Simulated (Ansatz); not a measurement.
Frontier orbitals of `F/C=C/C=C/F`.

Charge 0, multiplicity 1. Geometry: relaxed with PBE0-D4/def2-TZVP. It is one conformer, not always the lowest. Basis def2-TZVPP, the Gaussian-basis code of Ansatz.

| functional | HOMO (eV) | LUMO (eV) | gap (eV) |
| --- | --- | --- | --- |
| PBE | -5.56 | -1.61 | 3.95 |
| revPBE | -5.48 | -1.51 | 3.97 |
| r2SCAN | -5.74 | -1.45 | 4.29 |
| PBE0 | -6.67 | -0.70 | 5.97 |
| HSE06 (plane-wave form) | -6.28 | -1.07 | 5.21 |
| ωB97X-V | -8.85 | 1.50 | 10.35 |
| ωB97M-V | -8.77 | 1.41 | 10.18 |

Against PBE, PBE0 changes HOMO and LUMO by −1.11 and +0.91 eV, ωB97M-V by −3.21 and +3.02 eV. A gap of 3.95 eV thus becomes 10.18 eV for the same molecule, so an orbital gap means little without its functional. A positive LUMO is unbound and depends on the basis.
